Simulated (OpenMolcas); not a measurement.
# B2NH5 (SMILES BNB): levels of theory compared

Wanted: a comparison of 6 runs (HF/3-21G, B3LYP/aug-cc-pVDZ, BHLYP/aug-cc-pVDZ, BLYP/aug-cc-pVDZ, TPSS/aug-cc-pVDZ, r2SCAN/aug-cc-pVDZ) of B2NH5. 

The calculation is run with OpenMolcas 26.06.

1 further run of the same task is left out (set aside as unsound or not needed).

## Step 1: Starting point

B2NH5 has 8 atoms, charge 0, and is taken as a singlet. As SMILES, `BNB`. The B1–H5 distance was set to 1.556 Å, away from the relaxed value.

Bond lengths: B1–N2 1.417 Å, N2–B3 1.417 Å, B1–H4 1.194 Å, N2–H6 1.011 Å, B3–H7 1.197 Å, B3–H8 1.194 Å. Angles: B1–N2–B3 125.8°, B1–N2–H6 117.1°, B3–N2–H6 117.1°, N2–B1–H4 118.5°, N2–B3–H7 119.4°, N2–B3–H8 118.5°, H7–B3–H8 122.0°. A long bond or contact: B1–H5 1.556 Å.

## Step 2: A single-point energy at HF/3-21G (run 1)

Contents of job.input:

```
* B2H5N Hartree-Fock
>>> EXPORT MOLCAS_PRINT=2
&GATEWAY
BasLib=$CurrDir
Coord
8
angstrom
B       -0.747319       0.314005      -0.615059
N        0.340881       0.036805       0.249041
B        0.776081      -1.251795       0.645941
H       -1.368519      -0.602295      -1.061859
H       -1.097800       1.791200      -0.954100
H        0.851881       0.828605       0.614741
H        1.712481      -1.355095       1.383841
H        0.190581      -2.204995       0.229141
Basis=3-21G
Group=NoSym
&SEWARD
&SCF
Thresholds=1e-10 1e-07 1e-07 1e-05
PrOrbitals=1 2
```

The basis set 3-21G is read from a file made from the Basis Set Exchange's data (not shown).

Launch:

```sh
$ export MOLCAS_MEM=1860
$ pymolcas job.input > job.log
```

What it wrote:

```text
--- Start Module: gateway ---
[...]
--- Stop Module: gateway /rc=_RC_ALL_IS_WELL_ ---
--- Start Module: seward ---
[...]
      Basis functions           37
--- Stop Module: seward /rc=_RC_ALL_IS_WELL_ ---
--- Start Module: scf ---
[...]
       Convergence after  11 Iterations
[...]
::    Total SCF energy                               -106.1549219194
[...]
      Total spin, S                                     0.0000000000
[...]
      Total electronic charge=   22.000000
      Total            charge=   -0.000000
[...]
      Dipole Moment (debye):
      Origin of the operator (angstrom)=    0.1310   -0.2768    0.0984
                   X=  8.7843E-01               Y=  3.8925E-01               Z=  6.7121E-01           Total=  1.1720E+00
      Quadrupole Moment (debye*angstrom):
[...]
--- Stop Module: scf /rc=_RC_ALL_IS_WELL_ ---
[...]
```

Run time: 1.5 s. Hardware: 1 thread of Arm Neoverse V2, shared host; peak memory 0.37 GiB.

## Step 3: The energy at B3LYP/aug-cc-pVDZ (run 2)

Contents of mol.inp:

```
* B2H5N Kohn-Sham DFT
>>> EXPORT MOLCAS_PRINT=2

&GATEWAY
 BasLib
 $CurrDir
 Coord
 8
 angstrom
 B       -0.747319       0.314005      -0.615059
 N        0.340881       0.036805       0.249041
 B        0.776081      -1.251795       0.645941
 H       -1.368519      -0.602295      -1.061859
 H       -1.097800       1.791200      -0.954100
 H        0.851881       0.828605       0.614741
 H        1.712481      -1.355095       1.383841
 H        0.190581      -2.204995       0.229141
 Basis
 aug-cc-pVDZ
 Group
 NoSym

&SEWARD
 GridInput
 Grid=UltraFine
 End of Grid

&SCF
 KSDFT
 B3LYP
 Thresholds
 1e-10 1e-07 1e-07 1e-05
 PrOrbitals
 1
```

The basis set aug-cc-pVDZ is read from a file made from the Basis Set Exchange's data (not shown).

Launch:

```sh
$ export MOLCAS_MEM=1860
$ pymolcas mol.inp > mol.log
```

What it wrote:

```text
--- Start Module: gateway ---
[...]
--- Stop Module: gateway /rc=_RC_ALL_IS_WELL_ ---
--- Start Module: seward ---
[...]
      Basis functions          114
--- Stop Module: seward /rc=_RC_ALL_IS_WELL_ ---
[...]
--- Start Module: scf ---
[...]
       Convergence after  13 Iterations
[...]
::    Total KS-DFT energy                            -107.4930542221
[...]
      Total spin, S                                     0.0000000000
[...]
      Total electronic charge=   22.000000
      Total            charge=   -0.000000
[...]
      Dipole Moment (debye):
      Origin of the operator (angstrom)=    0.1310   -0.2768    0.0984
                   X=  8.4355E-01               Y=  3.3131E-01               Z=  6.4630E-01           Total=  1.1131E+00
      Quadrupole Moment (debye*angstrom):
[...]
--- Stop Module: scf /rc=_RC_ALL_IS_WELL_ ---
[...]
```

It took 46 s on 1 thread of Arm Neoverse V2, shared host; peak memory 0.69 GiB.

Runs 3 to 5 aren't shown in full; the table further down has their settings and results.

## Step 4: The energy at r2SCAN/aug-cc-pVDZ (run 6)

Contents of coord.xyz:

```xyz
8

B     -0.747319     0.314005    -0.615059
N      0.340881     0.036805     0.249041
B      0.776081    -1.251795     0.645941
H     -1.368519    -0.602295    -1.061859
H     -1.097800     1.791200    -0.954100
H      0.851881     0.828605     0.614741
H      1.712481    -1.355095     1.383841
H      0.190581    -2.204995     0.229141
```

Contents of run.input:

```
&GATEWAY
 BasLib
 $CurrDir
 Coord
 coord.xyz
 Basis
 aug-cc-pVDZ
 Group
 NoSym

&SEWARD
 GridInput
 Grid=UltraFine
 End of Grid

&SCF
 KSDFT
 2
 1.0 MGGA_X_R2SCAN
 1.0 MGGA_C_R2SCAN
 Thresholds
 1e-10 1e-07 1e-07 1e-05
 PrOrbitals
 1 2
```

The basis set aug-cc-pVDZ is read from a file made from the Basis Set Exchange's data (not shown).

Launch:

```sh
$ export MOLCAS_MEM=1860
$ pymolcas run.input > run.log
```

What it wrote:

```text
--- Start Module: gateway ---
[...]
--- Stop Module: gateway /rc=_RC_ALL_IS_WELL_ ---
--- Start Module: seward ---
[...]
      Basis functions          114
--- Stop Module: seward /rc=_RC_ALL_IS_WELL_ ---
[...]
--- Start Module: scf ---
[...]
       Convergence after  14 Iterations
[...]
::    Total KS-DFT energy                            -107.4033992162
[...]
      Total spin, S                                     0.0000000000
[...]
      Total electronic charge=   22.000000
      Total            charge=   -0.000000
[...]
      Dipole Moment (debye):
      Origin of the operator (angstrom)=    0.1310   -0.2768    0.0984
                   X=  8.6274E-01               Y=  3.4596E-01               Z=  6.6068E-01           Total=  1.1404E+00
      Quadrupole Moment (debye*angstrom):
[...]
--- Stop Module: scf /rc=_RC_ALL_IS_WELL_ ---
[...]
```

It took 70 s on 1 thread of Arm Neoverse V2, shared host; peak memory 0.69 GiB.

## Step 5: The series

```tsv
run	level	integration grid	energy (Eh)	dipole moment (D)	HOMO energy (eV)	LUMO energy (eV)	wall time
1	HF/3-21G	–	-106.154922	1.17	-11.59	2.59	1.5 s
2	B3LYP/aug-cc-pVDZ	UltraFine	-107.493054	1.11	-8.36	-1.75	46 s
3	BHLYP/aug-cc-pVDZ	UltraFine	-107.420751	1.07	-9.77	-0.47	42 s
4	BLYP/aug-cc-pVDZ	UltraFine	-107.422661	1.14	-7.18	-2.41	44 s
5	TPSS/aug-cc-pVDZ	UltraFine	-107.509701	1.14	-7.46	-2.31	71 s
6	r2SCAN/aug-cc-pVDZ	UltraFine	-107.403399	1.14	-7.53	-2.15	70 s
```

## Step 6: Outcome

| quantity | value |
| --- | --- |
| run 6: total energy | -107.40340 Eh |
| run 6: dipole moment | 1.14 D |
| run 6: HOMO energy | -7.53 eV |
| run 6: LUMO energy | -2.15 eV |
| run 6: HOMO–LUMO gap | 5.38 eV |

What this shows: The dipole moment (its size) runs from 1.07 D (BHLYP/aug-cc-pVDZ) to 1.17 D (HF/3-21G). The two ends differ in method and basis. The HOMO–LUMO gap runs from 4.78 eV (BLYP/aug-cc-pVDZ) to 14.18 eV (HF/3-21G). Totals of different functionals can't be ranked against each other. All runs together took 4.5 min, the longest 71 s.
